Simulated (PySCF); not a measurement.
Species: C₂H₃P.
Bonds: C1–C2, C2–P3 (triple). Hydrogens: H4, H5, H6 on C1.

The same species was optimised twice, with GFN2-xTB and with PBE0-D3(BJ)/def2-SVP (PySCF), and the same property calculations (PySCF, gas phase) were run on both structures.

```tsv
coordinate	GFN2-xTB	PBE0-D3(BJ)/def2-SVP	change
C1–C2 (Å)	1.440	1.453	+0.013
C1–H6 (Å)	1.092	1.102	+0.010
C1–H5 (Å)	1.092	1.102	+0.010
C1–H4 (Å)	1.092	1.102	+0.010
C2≡P3 (Å)	1.552	1.547	-0.005
H5–C1–H6 (°)	108.6	107.9	-0.7
C2–C1–H5 (°)	110.3	111.1	+0.8
H4–C1–H5 (°)	108.6	107.9	-0.7
H4–C1–H6 (°)	108.6	107.9	-0.7
C2–C1–H4 (°)	110.3	111.0	+0.7
C2–C1–H6 (°)	110.4	111.0	+0.6
C1–C2–P3 (°)	180.0	179.8	-0.2
```

Rotational constants: A = 159510, B = 5051, C = 5051 MHz (GFN2-xTB) against A = 157864, B = 5017, C = 5017 MHz (PBE0-D3(BJ)/def2-SVP). Point groups within 0.08 Å: C3v and C3v.

On the GFN2-xTB structure: HOMO (eV) -7.48 [PBE0/pcSseg-1]; LUMO (eV) -0.92 [PBE0/pcSseg-1]; dipole (D) 1.73 [PBE0/pcSseg-1]; GIAO shielding of C1 (ppm) 169.8 [PBE0/pcSseg-1]; GIAO shielding of C2 (ppm) 2.6 [PBE0/pcSseg-1]; GIAO shielding of P3 (ppm) 341.7 [PBE0/pcSseg-1].

**Question.** What do these properties become on the PBE0-D3(BJ)/def2-SVP structure?

**Answer.** 
```json
{"property": "HOMO (eV)", "level": "PBE0/pcSseg-1", "on GFN2-xTB": "-7.48", "on PBE0-D3(BJ)/def2-SVP": "-7.51", "change": "-0.03"}
{"property": "LUMO (eV)", "level": "PBE0/pcSseg-1", "on GFN2-xTB": "-0.92", "on PBE0-D3(BJ)/def2-SVP": "-0.93", "change": "-0.01"}
{"property": "dipole (D)", "level": "PBE0/pcSseg-1", "on GFN2-xTB": "1.73", "on PBE0-D3(BJ)/def2-SVP": "1.69", "change": "-0.04"}
{"property": "energy, GFN2-xTB geometry as zero (kcal/mol)", "level": "PBE0/pcSseg-1", "on GFN2-xTB": "0.0", "on PBE0-D3(BJ)/def2-SVP": "-0.1", "change": "-0.1"}
{"property": "GIAO shielding of C1 (ppm)", "level": "PBE0/pcSseg-1", "on GFN2-xTB": "169.8", "on PBE0-D3(BJ)/def2-SVP": "168.1", "change": "-1.7"}
{"property": "GIAO shielding of C2 (ppm)", "level": "PBE0/pcSseg-1", "on GFN2-xTB": "2.6", "on PBE0-D3(BJ)/def2-SVP": "4.3", "change": "+1.7"}
{"property": "GIAO shielding of P3 (ppm)", "level": "PBE0/pcSseg-1", "on GFN2-xTB": "341.7", "on PBE0-D3(BJ)/def2-SVP": "340.9", "change": "-0.8"}
```

The heavy atoms differ by 0.005 Å rms after alignment. Among all bonds C1–C2 changes most (+0.013 Å). Changes are differences of the printed values. Neither structure is proved a minimum here.
